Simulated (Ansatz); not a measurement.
# LiPH₂ (quintet): the correlation ladder, def2-QZVPP

An exercise on one series of results from a longer session: the logs are not shown, and one member is left open.

The runs use Ansatz 0.2.0, Gaussian basis; def2-QZVPP, core rule «outside noble gas», up to 6 orbitals frozen.

Plan: UHF; ROHF; CCSD(T) on UHF.

2 further runs of the same task are left out: 2 set aside as unsound or not needed.

## The geometry

The geometry is a PBE0/def2-TZVP stationary point (not a proven minimum) of the parent state, kept for this charge and spin.

4 atoms, charge 0, spin multiplicity 5.

Atoms are counted from 1 here; the program's logs count them from 0.

Bond lengths: P1–H3 1.430 Å, P1–H4 1.420 Å. Angles: H3–P1–H4 93.2°.

The first run:

Contents of in.yaml:

```yaml
crystal:
  periodic: [false, false, false]
  atoms:
    - {symbol: P, position_ang: [0.000000, 0.027316, 0.488956]}
    - {symbol: Li, position_ang: [0.000000, -0.001113, -2.577448]}
    - {symbol: H, position_ang: [0.000000, 0.504297, 1.836882]}
    - {symbol: H, position_ang: [0.000000, -1.336050, 0.886751]}
basis:
  gaussian: {orbitals: "def2-QZVPP.json"}
magnetization: {spin_polarized: true, initial_magnetization: 4}
hamiltonian: {xc: hf}
output: {orbitals: {seedname: orbitals}}
```

The run is started by

```
> ansatz run in.yaml --threads 1 --pin off --events-out ev --progress --plain --max-ram 2393MiB
```

Among the steps run: UHF; ROHF; CCSD(T) on UHF.

One table of the session follows, with a row left open; its other results are not shown here.

```
  method  from UCCSD(T) (kJ/mol)
    ROHF                  +426.2
     UHF                  +414.2
    UMP2                   +83.1
   UCCSD                       ?
UCCSD(T)                       0
```

**Question.** Estimate the row for UCCSD.

**Answer.** from UCCSD(T) (kJ/mol): +15.6. In the column «from UCCSD(T) (kJ/mol)» it lies between UCCSD(T) (0) and UMP2 (+83.1).
